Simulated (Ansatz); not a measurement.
Mulliken charges of `FC1(F)C=CO1` from ωB97M-V/def2-TZVPP in Ansatz (PBE0-D4/def2-TZVP geometry).

```csv
atom,x (Å),y (Å),z (Å),charge (e)
F1,0.622,-1.791,0.501,-0.159
C2,0.640,-0.474,0.322,0.470
F3,1.879,-0.058,0.558,-0.159
C4,-0.097,0.100,-0.860,-0.280
C5,-0.896,0.650,0.045,0.103
O6,-0.295,0.176,1.205,-0.277
H7,0.009,0.058,-1.929,0.144
H8,-1.770,1.282,0.102,0.159
```

Task: By hand: the dipole of these point charges (1 e Å = 4.8032 D).

Result: Σ q r = (-0.360, 0.274, -0.367) e Å, of length 0.583 e Å = 2.80 D.

Task: How does the dipole of the full density compare? (Estimate.)

Result: Ansatz gave: (-0.323, 0.248, -0.402) e Å, 2.75 D; the point charges give 1.02 times that, at 6° from its direction.

Point charges leave out the atoms' own dipoles, such as those of lone pairs, and Mulliken's split depends on the basis, so the close match here is no proof of good charges.
